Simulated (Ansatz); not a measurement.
A made-up structure of Si$_{2}$H$_{6}$S, closed shell:

Si1  (-0.680, 1.085, -0.875)
Si2  (0.575, -0.621, 0.114)
S3  (-0.165, -0.834, 2.114)
H4  (-2.121, 0.717, -0.891)
H5  (-0.216, 1.289, -2.274)
H6  (0.895, -0.948, 1.459)
H7  (0.419, -1.892, -0.645)
H8  (2.021, -0.270, 0.120)
H9  (0.675, -1.826, 2.454)
(Å)

It is relaxed with PBE-D4/def2-SVP and then PBE0-D4/def2-TZVP (Ansatz 0.2.0). Atoms count as bonded within 1.22 times the sum of their covalent radii (H–H: 0.88 Å). The end point is not checked to be a true minimum.

(1) Does its bonding change? (Judge from chemistry; the calculation decides.)

Results:

(1) By the calculation: Yes. Formed: none; broken: Si2–H6.

Where it ends: The first stage lowers the energy by 4.28 eV in 24 steps. It ends as Si₂H₆S ([SiH2][SiH2][SH2]):
```
9
angstrom
Si -0.8992 1.1491 -0.5451
Si 0.2788 -0.8225 -0.4145
S 0.1759 -1.0532 1.9884
H -1.8328 0.5510 -1.5781
H 0.1624 1.6929 -1.4847
H 0.7441 0.1322 2.2616
H -0.2422 -2.2150 -0.5798
H 1.7674 -0.9630 -0.4616
H 1.2489 -1.7713 2.3897
```

Labels in which every atom is bracketed show which atoms are joined, not bond orders.

For scale, one of the runs: PBE0-D4/def2-TZVP relaxation, 147 basis functions, launched by `ansatz run in.yaml --threads 2 --pin off --events-out ev --progress --plain --max-ram 4352MiB`. The run took about 71 s on 2 CPU threads of an Intel Xeon (shared host).
